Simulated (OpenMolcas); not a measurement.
# B97-1/ANO-XS-VDZ (DKH2) run of S2F2 (Thio-thionyl fluoride)

What is the vertical singlet–triplet gap of S2F2 (Thio-thionyl fluoride) at B97-1/ANO-XS-VDZ (DKH2)? 

The calculation is run with OpenMolcas 26.06.

### Step 1. The system as given

The species is S2F2 (4 atoms), meant as a singlet with charge 0. SMILES: `FS(F)=S`. Geometry: relaxed at GFN2-xTB.

Bond lengths: F1–S2 1.681 Å, S2–F3 1.682 Å, S2–S4 1.873 Å. Angles: F1–S2–F3 90.0°, F1–S2–S4 108.4°, F3–S2–S4 108.4°.

### Step 2. The energy at B97-1/ANO-XS-VDZ (DKH2)

job.input

```
>>> EXPORT MOLCAS_PRINT=2

&GATEWAY
 Coord
 4
 bohr
 F      1.44868294     0.64560603     2.33776129
 S     -0.97266093    -0.13836575     0.43658343
 F      0.62933549    -2.69951156    -0.55098745
 S     -1.10537640     2.19225238    -2.22335727
 Basis = ANO-XS-VDZ
 Group = NoSym

&SEWARD
 Relativistic = R02E00
 GridInput
 Grid=SG1Grid
 End of Grid

&SCF
 KSDFT = HYB_GGA_XC_B97_1
 PrOrbitals = 1 1
```

The run is started by

```sh
$ export MOLCAS_MEM=1860
$ pymolcas job.input > job.log
```

Output:

```text
--- Start Module: gateway ---
[...]
--- Stop Module: gateway /rc=_RC_ALL_IS_WELL_ ---
--- Start Module: seward ---
[...]
      Basis functions           44
--- Stop Module: seward /rc=_RC_ALL_IS_WELL_ ---
--- Start Module: scf ---
[...]
       Convergence after  13 Iterations
[...]
::    Total KS-DFT energy                            -998.0396005470
[...]
      Total spin, S                                     0.0000000000
[...]
      Total electronic charge=   50.000000
      Total            charge=   -0.000000
[...]
      Dipole Moment (debye):
      Origin of the operator (angstrom)=   -0.1400    0.1383   -0.1203
                   X= -2.0153E+00               Y=  3.3519E-01               Z=  1.8793E-01           Total=  2.0516E+00
      Quadrupole Moment (debye*angstrom):
[...]
--- Stop Module: scf /rc=_RC_ALL_IS_WELL_ ---
[...]
```

Wall time 3 s (1 thread of Arm Neoverse V1, shared host); peak memory 0.38 GiB.

### Step 3. The triplet at the same level

job.input

```
&GATEWAY
Coord
4
bohr
F      1.44868294     0.64560603     2.33776129
S     -0.97266093    -0.13836575     0.43658343
F      0.62933549    -2.69951156    -0.55098745
S     -1.10537640     2.19225238    -2.22335727
Basis=ANO-XS-VDZ
Group=NoSym
&SEWARD
Relativistic=R02E00
GridInput
Grid=SG1Grid
End of Grid
&SCF
UHF
Spin=3
KSDFT=HYB_GGA_XC_B97_1
PrOrbitals=1 1
```

The run is started by

```sh
$ export MOLCAS_MEM=1860
$ pymolcas job.input > job.log
```

Output:

```text
--- Start Module: gateway ---
[...]
--- Stop Module: gateway /rc=_RC_ALL_IS_WELL_ ---
--- Start Module: seward ---
[...]
      Basis functions           44
--- Stop Module: seward /rc=_RC_ALL_IS_WELL_ ---
--- Start Module: scf ---
[...]
       Convergence after  21 Iterations
[...]
::    Total KS-DFT energy                            -997.9143196368
[...]
      Total spin, S                                     1.0031939887
[...]
      Total electronic charge=   50.000000
      Total            charge=   -0.000000
[...]
      Dipole Moment (debye):
      Origin of the operator (angstrom)=   -0.1400    0.1383   -0.1203
                   X= -1.7513E+00               Y=  1.1836E+00               Z= -8.6969E-01           Total=  2.2857E+00
      Quadrupole Moment (debye*angstrom):
[...]
--- Stop Module: scf /rc=_RC_ALL_IS_WELL_ ---
[...]
```

Wall time 4.5 s (1 thread of Arm Neoverse V1, shared host); peak memory 0.38 GiB.

### Step 4. Results

At B97-1/ANO-XS-VDZ (DKH2):

| quantity | value |
| --- | --- |
| singlet: total energy | -998.03960 Eh |
| singlet: dipole moment | 2.05 D |
| singlet: HOMO energy | -8.25 eV |
| singlet: LUMO energy | -3.14 eV |
| singlet: HOMO–LUMO gap | 5.10 eV |
| triplet: total energy | -997.91432 Eh |
| triplet: dipole moment | 2.29 D |
| triplet: HOMO energy (highest over α and β) | -4.81 eV |
| triplet: ⟨S²⟩ | 2.010 |
| vertical energy of the triplet above the singlet | 3.409 eV |

**Reading.** At this shape the triplet lies 3.41 eV (329 kJ/mol) above the singlet. Mulliken charges (singlet) run from -0.38 on F1 to +0.82 on S2; they depend strongly on the basis. Mulliken charges (triplet) run from -0.37 on F1 to +0.62 on S2.
